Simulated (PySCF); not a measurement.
# SiH₄O: NMR shifts, electronic excitations and K edges in gas and solvents

Aim: compute the NMR shifts, electronic excitations and K edges of SiH₄O (`O[SiH3]`), and see what a dielectric continuum does where one was used.

Programs: PySCF 2.14.0, with density-fitted response routines of our own. Each step states its level of theory. These are calculated values for one molecule, in the gas phase or a continuum, unless marked as measured. Atoms are numbered from 0 throughout.

## 1. The molecule as given

6 atoms, charge 0, multiplicity 1; geometry from: GFN2-xTB. The atoms were then displaced at random by about 0.01 Å, so the start is not that level's minimum.

Bonds of the start (Å): O0–Si1 1.65, O0–H2 0.93, Si1–H3 1.45, Si1–H4 1.47, Si1–H5 1.45.

## 2. Geometry optimisation at PBE0-D3(BJ)/def2-SVP

The job: settings as JSON, then the geometry in Å.

```
{"job": {"xc": "PBE0", "basis": "def2-SVP", "d3": "d3bj", "grid": 1, "shake": 0.01, "kind": "geom"}, "charge": 0, "multiplicity": 1}
O      1.128980    -0.202560     0.486270
Si    -0.429690     0.045030    -0.010770
H      1.820620    -0.198670    -0.135810
H     -0.793120    -1.014610    -0.931550
H     -0.556390     1.330560    -0.704380
H     -1.146240     0.010240     1.251580
```

Started as:

```bash
$ OMP_NUM_THREADS=1 python probes_run.py task.json out
```

This one command runs all jobs of the session in turn.

What it wrote:

```text
step   0  E = -366.78150643  max force = 0.026210
step   1  E = -366.78555688  max force = 0.007690
step   2  E = -366.78571640  max force = 0.001707
step   3  E = -366.78572383  max force = 0.000261
optimisation converged
```

Wall time 6.9 s (1 thread of Intel Xeon at 2.50GHz, shared host); peak memory 0.28 GiB.

Along the way:

```
step  energy from step 0 (eV)  largest force component (eV/Å)
   0                   0.0000                          1.3478
   1                  -0.1102                          0.3954
   2                  -0.1146                          0.0878
   3                  -0.1148                          0.0134
```

Close pairs (by a distance rule), those that changed most:

```
  bond  before (Å)  after (Å)  change (Å)
Si1–H3       1.450      1.497      +0.047
Si1–H5       1.452      1.487      +0.035
Si1–H4       1.466      1.498      +0.031
 O0–H2       0.930      0.961      +0.031
O0–Si1       1.655      1.666      +0.011
```

The next job starts from the end point, and lists it.

```
                         at the end point                   value
  point group (found at 0.08 Å tolerance)                      Cs
rotational constants (GHz, main isotopes)  76.299, 13.589, 13.327
                        dipole moment (D)                    1.40
```

## 3. Shielding tensors: PBE0/pcSseg-1 in dichloromethane

The job: settings as JSON, then the geometry in Å.

```
{"job": {"kind": "nmr", "xc": "PBE0", "basis": "pcSseg-1", "solvent": "dichloromethane", "pop": true}, "charge": 0, "multiplicity": 1}
O      1.366451    -0.081325     0.520147
Si    -0.205299     0.132651     0.012406
H      2.047448    -0.059532    -0.157362
H     -0.642299    -0.947137    -0.928514
H     -0.394921     1.445709    -0.682470
H     -1.048795     0.093064     1.236899
```

Level: GIAO PBE0/pcSseg-1 NMR shielding, non-relativistic, IEF-PCM dichloromethane.

What it wrote:

```text
coarse grid: 5192 points
cycle   1  E = -366.8260034359  dE = -3.511e-02  |g| = 6.689e-01  |ddm| = 2.010e+00
cycle   2  E = -366.7088395515  dE =  1.172e-01  |g| = 1.035e+00  |ddm| = 1.159e+00
cycle   3  E = -366.9032925372  dE = -1.945e-01  |g| = 4.099e-02  |ddm| = 7.961e-01
cycle   4  E = -366.9036280515  dE = -3.355e-04  |g| = 5.567e-03  |ddm| = 3.277e-02
cycle   5  E = -366.9036324264  dE = -4.375e-06  |g| = 6.339e-04  |ddm| = 4.911e-03
final grid: 44624 points
cycle   6  E = -366.9242802429  dE = -4.868e-06  |g| = 5.268e-03  |ddm| = 7.521e-03
cycle   7  E = -366.9242746058  dE =  5.637e-06  |g| = 7.772e-03  |ddm| = 7.452e-03
cycle   8  E = -366.9242846766  dE = -1.007e-05  |g| = 1.851e-04  |ddm| = 4.581e-03
cycle   9  E = -366.9242846813  dE = -4.613e-09  |g| = 3.123e-05  |ddm| = 1.286e-04
cycle  10  E = -366.9242846814  dE = -1.501e-10  |g| = 5.450e-06  |ddm| = 3.789e-05
converged SCF energy = -366.9242846814

GIAO shielding tensors (ppm)
atom      isotropic    diamagn.    paramagn.     s11        s22        s33       span
  0 O      339.453     388.693     -49.240    301.228    342.978    374.154     72.926
  1 Si     383.717     877.537    -493.819    340.717    343.244    467.191    126.473
  2 H       30.208      30.098       0.109     21.754     24.895     43.975     22.221
  3 H       26.287      28.697      -2.411     23.395     24.692     30.772      7.377
  4 H       26.279      28.577      -2.298     23.401     24.685     30.752      7.351
  5 H       26.488      28.483      -1.995     23.737     24.984     30.743      7.006
```

Wall time 6.7 s (1 thread of Intel Xeon at 2.50GHz, shared host); peak memory 0.32 GiB.

Shifts follow as δ = σ(reference) − σ, with reference shieldings (ppm) from runs at the same level and on the same kind of geometry: 1H TMS 31.24, 29Si TMS 351.8, 17O H2O 342.0. The references are single molecules in the same continuum, so shifts against H2O, NH3, PH3, H3PO4 or CFCl3 are not on the usual liquid scales and can be off by tens of ppm. Atoms listed in one row are averaged.

```
     atoms                         environment  σ (ppm)  δ (ppm)
H3, H4, H5   hydrogen on a silicon bonded to O    26.35     4.89
        H2  hydrogen on an oxygen bonded to Si    30.21     1.04
        O0              oxygen bonded to Si, H    339.5      2.6
       Si1            silicon bonded to O, 3 H    383.7    -31.9
```

Charges from the same density, by scheme (e):

```
atoms  Mulliken    IAO  Hirshfeld  ESP fit
   O0     -0.60  -0.80      -0.33    -0.73
  Si1      0.71   0.85       0.38     0.70
```

Mayer bond orders: O0–Si1 1.00.

## 4. Shielding tensors: PBE0/pcSseg-1 in methanol

The job: settings as JSON, then the geometry in Å.

```
{"job": {"kind": "nmr", "xc": "PBE0", "basis": "pcSseg-1", "solvent": "methanol", "pop": false}, "charge": 0, "multiplicity": 1}
O      1.366451    -0.081325     0.520147
Si    -0.205299     0.132651     0.012406
H      2.047448    -0.059532    -0.157362
H     -0.642299    -0.947137    -0.928514
H     -0.394921     1.445709    -0.682470
H     -1.048795     0.093064     1.236899
```

With the program's defaults for keys left out, this is: GIAO PBE0/pcSseg-1 NMR shielding, non-relativistic, IEF-PCM methanol.

What it wrote:

```text
coarse grid: 5192 points
cycle   1  E = -366.8273384094  dE = -3.642e-02  |g| = 6.674e-01  |ddm| = 2.010e+00
cycle   2  E = -366.7126164035  dE =  1.147e-01  |g| = 1.029e+00  |ddm| = 1.149e+00
cycle   3  E = -366.9041311985  dE = -1.915e-01  |g| = 4.016e-02  |ddm| = 7.854e-01
cycle   4  E = -366.9044501361  dE = -3.189e-04  |g| = 5.375e-03  |ddm| = 3.161e-02
cycle   5  E = -366.9044541505  dE = -4.014e-06  |g| = 6.113e-04  |ddm| = 4.882e-03
final grid: 44624 points
cycle   6  E = -366.9250969843  dE = -4.922e-06  |g| = 5.221e-03  |ddm| = 7.479e-03
cycle   7  E = -366.9250915216  dE =  5.463e-06  |g| = 7.678e-03  |ddm| = 7.348e-03
cycle   8  E = -366.9251013317  dE = -9.810e-06  |g| = 1.859e-04  |ddm| = 4.510e-03
cycle   9  E = -366.9251013364  dE = -4.630e-09  |g| = 3.118e-05  |ddm| = 1.287e-04
cycle  10  E = -366.9251013365  dE = -1.481e-10  |g| = 5.483e-06  |ddm| = 3.854e-05
converged SCF energy = -366.9251013365

GIAO shielding tensors (ppm)
atom      isotropic    diamagn.    paramagn.     s11        s22        s33       span
  0 O      339.945     388.881     -48.935    302.468    343.425    373.942     71.474
  1 Si     383.597     877.527    -493.930    340.828    342.980    466.982    126.153
  2 H       30.065      30.028       0.036     21.580     24.698     43.917     22.337
  3 H       26.287      28.695      -2.408     23.394     24.691     30.775      7.381
  4 H       26.279      28.574      -2.295     23.400     24.683     30.754      7.354
  5 H       26.499      28.498      -1.999     23.747     24.999     30.750      7.003
```

Wall time 3.7 s (1 thread of Intel Xeon at 2.50GHz, shared host); peak memory 0.32 GiB.

This run: δ O0 3.0, Si1 -31.8, H3 4.89, H2 1.18 ppm (means over like atoms).

## 5. TDDFT and polarisability: CAM-B3LYP/def2-SVPD

The job: settings as JSON, then the geometry in Å.

```
{"job": {"kind": "uv", "xc": "CAM-B3LYP", "basis": "def2-SVPD", "dynamic": true, "nstates": 6, "ntriplets": 0}, "charge": 0, "multiplicity": 1}
O      1.366451    -0.081325     0.520147
Si    -0.205299     0.132651     0.012406
H      2.047448    -0.059532    -0.157362
H     -0.642299    -0.947137    -0.928514
H     -0.394921     1.445709    -0.682470
H     -1.048795     0.093064     1.236899
```

Method: TDDFT CAM-B3LYP/def2-SVPD, vertical, gas phase, core orbitals frozen in the response.

What it wrote:

```text
coarse grid: 5192 points
cycle   1  E = -366.8516372940  dE = -7.618e-02  |g| = 6.428e-01  |ddm| = 2.284e+00
cycle   2  E = -366.7801988290  dE =  7.144e-02  |g| = 9.018e-01  |ddm| = 1.129e+00
cycle   3  E = -366.9312936988  dE = -1.511e-01  |g| = 3.416e-02  |ddm| = 6.181e-01
cycle   4  E = -366.9315617704  dE = -2.681e-04  |g| = 6.594e-03  |ddm| = 6.705e-02
cycle   5  E = -366.9315732882  dE = -1.152e-05  |g| = 8.518e-04  |ddm| = 1.531e-02
cycle   6  E = -366.9315735739  dE = -2.856e-07  |g| = 2.299e-04  |ddm| = 2.943e-03
final grid: 44624 points
cycle   7  E = -366.9851986712  dE = -5.645e-06  |g| = 5.335e-04  |ddm| = 1.230e-02
cycle   8  E = -366.9851987458  dE = -7.465e-08  |g| = 3.253e-04  |ddm| = 1.250e-03
cycle   9  E = -366.9851987605  dE = -1.461e-08  |g| = 1.984e-04  |ddm| = 3.852e-04
cycle  10  E = -366.9851987681  dE = -7.650e-09  |g| = 1.524e-05  |ddm| = 1.476e-04
cycle  11  E = -366.9851987682  dE = -1.021e-10  |g| = 4.249e-06  |ddm| = 2.558e-05
converged SCF energy = -366.9851987682

Static polarisability (au): isotropic 33.340, principal 32.829 33.126 34.066

Singlet excitations
state   eV       nm        f      main configurations
  1   7.1291    173.9   0.00264   H->L 0.94
  2   7.9014    156.9   0.01190   H-1->L 0.91
  3   8.5275    145.4   0.03351   H->L+1 0.85
  4   8.8712    139.8   0.01995   H->L+2 0.69, H->L+3 0.17, H-1->L+4 0.10
  5   8.9769    138.1   0.09585   H-2->L 0.43, H->L+3 0.35, H->L+2 0.09
  6   9.0898    136.4   0.05582   H-1->L+1 0.81, H-3->L 0.11
```

Run time: 6.1 s. Hardware: 1 thread of Intel Xeon at 2.50GHz, shared host; peak memory 0.36 GiB.

Frontier orbitals and where they lie:

```
orbital      eV                       atoms
 HOMO−3  -12.42  O0 58 %, Si1 21 %, H5 14 %
 HOMO−2  -12.33  O0 49 %, Si1 24 %, H3 11 %
 HOMO−1  -10.81  Si1 33 %, H5 24 %, O0 22 %
   HOMO  -10.21  O0 40 %, Si1 25 %, H3 16 %
   LUMO    0.65  Si1 33 %, O0 31 %, H2 15 %
 LUMO+1    1.44  Si1 58 %, H4 13 %, H3 13 %
 LUMO+2    2.30  Si1 48 %, O0 16 %, H4 14 %
```

With each of the 6 states as a Gaussian band of 0.4 eV half-width at 1/e, the curve within the window shown has maxima at 138 nm (ε 7,100) L/(mol cm). Beyond the last state computed it falls off for lack of states. The curve at chosen wavelengths:

```tsv
nm	ε (L/mol/cm)
132	2788
134	4746
137	6914
139	6994
141	6075
143	4713
146	2843
148	1961
150	1363
153	869
155	707
157	601
159	505
162	357
164	268
166	202
168	160
171	131
173	122
175	113
178	92
180	75
182	57
184	41
187	22
189	14
```

Ground-state properties from the same run:

```
           property  computed
  dipole moment (D)      1.35
polarisability (Å³)      4.94
 HOMO–LUMO gap (eV)     10.86
      −ε(HOMO) (eV)     10.21
C6 with itself (au)       421
```

## 6. Ultraviolet spectrum: CAM-B3LYP/def2-SVPD in dichloromethane

The job: settings as JSON, then the geometry in Å.

```
{"job": {"kind": "uv", "xc": "CAM-B3LYP", "basis": "def2-SVPD", "solvent": "dichloromethane", "nstates": 6, "ntriplets": 0}, "charge": 0, "multiplicity": 1}
O      1.366451    -0.081325     0.520147
Si    -0.205299     0.132651     0.012406
H      2.047448    -0.059532    -0.157362
H     -0.642299    -0.947137    -0.928514
H     -0.394921     1.445709    -0.682470
H     -1.048795     0.093064     1.236899
```

Method: TDDFT CAM-B3LYP/def2-SVPD, vertical, IEF-PCM dichloromethane (non-equilibrium linear response), core orbitals frozen in the response.

What it wrote:

```text
coarse grid: 5192 points
cycle   1  E = -366.8609268326  dE = -8.525e-02  |g| = 6.300e-01  |ddm| = 2.288e+00
cycle   2  E = -366.8006806632  dE =  6.025e-02  |g| = 8.595e-01  |ddm| = 1.123e+00
cycle   3  E = -366.9364069210  dE = -1.357e-01  |g| = 3.141e-02  |ddm| = 5.960e-01
cycle   4  E = -366.9366349800  dE = -2.281e-04  |g| = 5.833e-03  |ddm| = 6.544e-02
cycle   5  E = -366.9366445536  dE = -9.574e-06  |g| = 8.783e-04  |ddm| = 1.611e-02
final grid: 44624 points
cycle   6  E = -366.9902360874  dE = -5.771e-06  |g| = 6.990e-04  |ddm| = 1.127e-02
cycle   7  E = -366.9902361938  dE = -1.064e-07  |g| = 4.976e-04  |ddm| = 1.516e-03
cycle   8  E = -366.9902362372  dE = -4.348e-08  |g| = 1.892e-04  |ddm| = 4.817e-04
cycle   9  E = -366.9902362441  dE = -6.891e-09  |g| = 4.241e-05  |ddm| = 1.909e-04
cycle  10  E = -366.9902362446  dE = -5.037e-10  |g| = 3.118e-06  |ddm| = 5.185e-05
converged SCF energy = -366.9902362446

Static polarisability (au): isotropic 41.142, principal 40.818 41.216 41.393

Singlet excitations
state   eV       nm        f      main configurations
  1   7.2809    170.3   0.00195   H->L 0.94
  2   8.0009    155.0   0.01802   H-1->L 0.91
  3   8.5360    145.2   0.09179   H->L+1 0.91
  4   8.8791    139.6   0.01649   H->L+2 0.83, H-1->L+3 0.11
  5   9.0900    136.4   0.15284   H-1->L+1 0.91
  6   9.1411    135.6   0.11433   H-2->L 0.52, H->L+4 0.40
```

Wall time 7.5 s (1 thread of Intel Xeon at 2.50GHz, shared host); peak memory 0.36 GiB.

This run: HOMO -10.14 eV, LUMO 0.89 eV; lowest singlet 7.28 eV.

## 7. TDDFT and polarisability: CAM-B3LYP/def2-SVPD in methanol

The job: settings as JSON, then the geometry in Å.

```
{"job": {"kind": "uv", "xc": "CAM-B3LYP", "basis": "def2-SVPD", "solvent": "methanol", "nstates": 6, "ntriplets": 0}, "charge": 0, "multiplicity": 1}
O      1.366451    -0.081325     0.520147
Si    -0.205299     0.132651     0.012406
H      2.047448    -0.059532    -0.157362
H     -0.642299    -0.947137    -0.928514
H     -0.394921     1.445709    -0.682470
H     -1.048795     0.093064     1.236899
```

Method: TDDFT CAM-B3LYP/def2-SVPD, vertical, IEF-PCM methanol (non-equilibrium linear response), core orbitals frozen in the response.

What it wrote:

```text
coarse grid: 5192 points
cycle   1  E = -366.8622335593  dE = -8.653e-02  |g| = 6.284e-01  |ddm| = 2.289e+00
cycle   2  E = -366.8031315958  dE =  5.910e-02  |g| = 8.548e-01  |ddm| = 1.124e+00
cycle   3  E = -366.9372097176  dE = -1.341e-01  |g| = 3.109e-02  |ddm| = 5.940e-01
cycle   4  E = -366.9374342057  dE = -2.245e-04  |g| = 5.777e-03  |ddm| = 6.559e-02
cycle   5  E = -366.9374437031  dE = -9.497e-06  |g| = 8.831e-04  |ddm| = 1.631e-02
final grid: 44624 points
cycle   6  E = -366.9910299220  dE = -5.752e-06  |g| = 6.949e-04  |ddm| = 1.124e-02
cycle   7  E = -366.9910300268  dE = -1.048e-07  |g| = 4.969e-04  |ddm| = 1.508e-03
cycle   8  E = -366.9910300700  dE = -4.324e-08  |g| = 1.879e-04  |ddm| = 4.800e-04
cycle   9  E = -366.9910300769  dE = -6.826e-09  |g| = 4.157e-05  |ddm| = 1.900e-04
cycle  10  E = -366.9910300774  dE = -4.863e-10  |g| = 3.116e-06  |ddm| = 5.183e-05
converged SCF energy = -366.9910300774

Static polarisability (au): isotropic 42.484, principal 41.888 42.721 42.843

Singlet excitations
state   eV       nm        f      main configurations
  1   7.3054    169.7   0.00175   H->L 0.94
  2   8.0223    154.5   0.01727   H-1->L 0.91
  3   8.5522    145.0   0.08787   H->L+1 0.91
  4   8.8955    139.4   0.01316   H->L+2 0.83, H-1->L+3 0.11
  5   9.1087    136.1   0.13917   H-1->L+1 0.91
  6   9.1800    135.1   0.10635   H-2->L 0.52, H->L+4 0.40
```

Run time: 7 s. Hardware: 1 thread of Intel Xeon at 2.50GHz, shared host; peak memory 0.36 GiB.

In short: HOMO -10.14 eV, LUMO 0.92 eV; lowest singlet 7.31 eV.

## 8. Core excitations: BHandHLYP/def2-SVPD+aug-pcX-1+pcseg-1

The job: settings as JSON, then the geometry in Å.

```
{"job": {"kind": "xas", "xc": "BHandHLYP", "basis": {"default": "aug-pcX-1", "H": "pcseg-1", "Si": "def2-SVPD"}}, "charge": 0, "multiplicity": 1}
O      1.366451    -0.081325     0.520147
Si    -0.205299     0.132651     0.012406
H      2.047448    -0.059532    -0.157362
H     -0.642299    -0.947137    -0.928514
H     -0.394921     1.445709    -0.682470
H     -1.048795     0.093064     1.236899
```

Method: core-valence-separated TDA BHandHLYP/aug-pcX-1 H:pcseg-1 Si:def2-SVPD, K edges, non-relativistic, gas phase.

What it wrote:

```text
coarse grid: 5192 points
cycle   1  E = -366.9101100369  dE = -1.031e-01  |g| = 6.122e-01  |ddm| = 2.056e+00
cycle   2  E = -366.8748273216  dE =  3.528e-02  |g| = 7.707e-01  |ddm| = 9.422e-01
cycle   3  E = -366.9774769864  dE = -1.026e-01  |g| = 3.183e-02  |ddm| = 5.548e-01
cycle   4  E = -366.9776917433  dE = -2.148e-04  |g| = 6.132e-03  |ddm| = 3.651e-02
cycle   5  E = -366.9777004112  dE = -8.668e-06  |g| = 5.529e-04  |ddm| = 7.462e-03
final grid: 44624 points
cycle   6  E = -367.0089824155  dE = -1.752e-05  |g| = 1.082e-03  |ddm| = 8.090e-03
cycle   7  E = -367.0089825259  dE = -1.103e-07  |g| = 3.006e-04  |ddm| = 1.179e-03
cycle   8  E = -367.0089825397  dE = -1.386e-08  |g| = 2.149e-04  |ddm| = 4.843e-04
cycle   9  E = -367.0089825474  dE = -7.684e-09  |g| = 5.514e-05  |ddm| = 1.673e-04
cycle  10  E = -367.0089825480  dE = -5.858e-10  |g| = 6.897e-06  |ddm| = 4.955e-05
converged SCF energy = -367.0089825480

O K edge
   eV          f      from atoms
  531.717   0.01634   O0
  533.500   0.03144   O0
  534.407   0.01007   O0
  534.543   0.01723   O0
  534.863   0.00099   O0
  535.663   0.00376   O0
  535.749   0.00304   O0
  536.753   0.00143   O0
```

Run time: 3.3 s. Hardware: 1 thread of Intel Xeon at 2.50GHz, shared host; peak memory 0.36 GiB.

## 9. Run by run: NMR shifts

Shifts (ppm), means over like atoms, with basis size and wall time:

```
                             run    H3    H2   O0    Si1  functions   time
PBE0/pcSseg-1 in dichloromethane  4.89  1.04  2.6  -31.9         61  6.7 s
       PBE0/pcSseg-1 in methanol  4.89  1.18  3.0  -31.8         61  3.7 s
```

The continuum's effect on the ground state:

```
        solvent      ε  polarisation energy (Eh)  μ (D)
dichloromethane   8.93                   -0.0058   1.69
       methanol  32.61                   -0.0068   1.73
```

## 10. Run by run: electronic excitations

Excitations and ground-state properties, with basis size and wall time:

```
                                   run  lowest singlet (eV)  brightest (eV)      f  gap (eV)  α (Å³)  μ (D)  functions   time
                   CAM-B3LYP/def2-SVPD                 7.13            8.98  0.096     10.86    4.94   1.35         79  6.1 s
CAM-B3LYP/def2-SVPD in dichloromethane                 7.28            9.09  0.153     11.03    6.10   1.67         79  7.5 s
       CAM-B3LYP/def2-SVPD in methanol                 7.31            9.11  0.139     11.05    6.30   1.72         79    7 s
```

The continuum's effect on the ground state:

```
        solvent      ε  polarisation energy (Eh)  μ (D)
dichloromethane   8.93                   -0.0056   1.67
       methanol  32.61                   -0.0066   1.72
```

## 11. Summary of results

```
                                                                               quantity                                                  value
                                                                            point group                                                     Cs
                                                   rotational constants (main isotopes)                                76.30, 13.59, 13.33 GHz
1H shifts against TMS (PBE0/pcSseg-1, dichloromethane, means over atoms taken as alike)                                         4.89, 1.04 ppm
                                17O shifts against H2O (PBE0/pcSseg-1, dichloromethane)                                                2.6 ppm
                               29Si shifts against TMS (PBE0/pcSseg-1, dichloromethane)                                              -31.9 ppm
                                                   lowest singlet (CAM-B3LYP/def2-SVPD)                            7.13 eV (174 nm), f = 0.003
                                               brightest single state of those computed                            state 5, 8.98 eV, f = 0.096
                                                                               O K edge  first line 531.72 eV, strongest 533.50 eV (f = 0.031)
                                                               range of the shift of O0                                         2.6 to 3.0 ppm
                                                            range of the lowest singlet                                        7.13 to 7.31 eV
```

The start of the PBE0/def2-SVP relaxation was shaken at random by about 0.01 Å, so part of the energy gained, and of the first lengths quoted, undoes that. The optimisation took 3 steps and gained 0.115 eV; among the close pairs (by a distance rule), Si1–H3 changed most, from 1.450 to 1.497 Å. No frequency check was run at this level, so the end point may be a saddle. At PBE0/pcSseg-1: Shielding is most anisotropic at Si1 (span 126 ppm, paramagnetic term -494 ppm). The lowest singlet, at 7.13 eV, is HOMO→LUMO 0.94 and is weak; of the 6 states computed, the strongest absorption comes from state 5 at 8.98 eV (the last state computed absorbs too, and its partners may lie past the list). At the O edge the strongest single line lifts a 1s electron of O0 into several orbitals, led by LUMO+1 (weight 0.41), 1.8 eV above the first line. Absolute edge energies from this method are off by several eV; spacings are better. Each shift counts from a reference computed in the same medium, and that reference moves with the solvent too, so shifts and shieldings show the solvent's effect differently. The continuum holds electrostatics alone: no hydrogen bonds to the solvent, and the gas-phase geometry is kept. The lowest singlet runs from 7.13 eV (CAM-B3LYP/def2-SVPD) to 7.31 eV (CAM-B3LYP/def2-SVPD in methanol), while the orbital gap spans 10.86 to 11.05 eV. The lowest state need not be the same one in every run.
